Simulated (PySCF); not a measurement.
Telling isomers of C5H6 apart by NMR

Calculated, not measured (PySCF): GIAO PBE0/pcSseg-1 shieldings, geometry from PBE0-D3(BJ)/def2-SVP, J couplings at B3LYP/pcJ-1 (spin–dipole term left out of most H,H and C,H couplings). No solvent, averaged over atoms made equivalent by symmetry, fast rotation or ring inversion, a single conformation, relativity neglected.

Chemical shifts δ = σref − σ; 1H (σref 31.27) and 13C (σref 184.41) against TMS, all at this level. Multiplet labels drop J under 1 Hz and among equivalent protons, and merge close values. Unscaled 3J(H,H) run several per cent high. Shifts are as computed. Against solution values, carbons near 30 ppm lie about +2 ppm off and those near 130 ppm about +5 ppm. Of 1211 compounds with measured shifts, 218 miss one by over three times the rms of a fit or turn the order of signals round; such compounds aren't used in these exercises.

(1) Tabulate the signals of `C#C/C=C\C`, `C#CC(=C)C` and their relative energies.

(2) What is the quickest way to tell C#C/C=C\C from C#CC(=C)C?

Answers

(1) 
```tsv
SMILES	carbon types	δC	δH	E rel. (kcal/mol)
C#C/C=C\C	1×C 3×CH 1×CH3	152.2, 116.6, 92.6, 82.3, 19.0	6.14 (dqd, 1H), 5.57 (ddq, 1H), 3.30 (d of quint, 1H), 2.05 (ddd, 3H)	0.0
C#CC(=C)C	2×C 1×CH 1×CH2 1×CH3	134.9, 133.3, 87.0, 86.8, 26.5	5.74 (quint of d, 1H), 5.66 (quint, 1H), 3.03 (d, 1H), 1.90 (t, 3H)	1.3
```

Energies are electronic energies at PBE0/pcSseg-1 on these geometries, without zero-point or thermal terms, each for the one conformer computed, which needn't be the lowest.

(2) Both give the same number of carbon signals, but DEPT or the intensities differ. The first has an alkene CH at 152.2 ppm, the second a terminal =CH2 carbon at 133.3 ppm. Their most deshielded carbons lie at 152.2 and 134.9 ppm. In the proton spectra the most deshielded non-exchanging signals are 6.14 (dqd, J = 12.6, 8.4, 1.2 Hz, 1H) and 5.74 (quint of d, J = 1.9, 1.0 Hz, 1H).
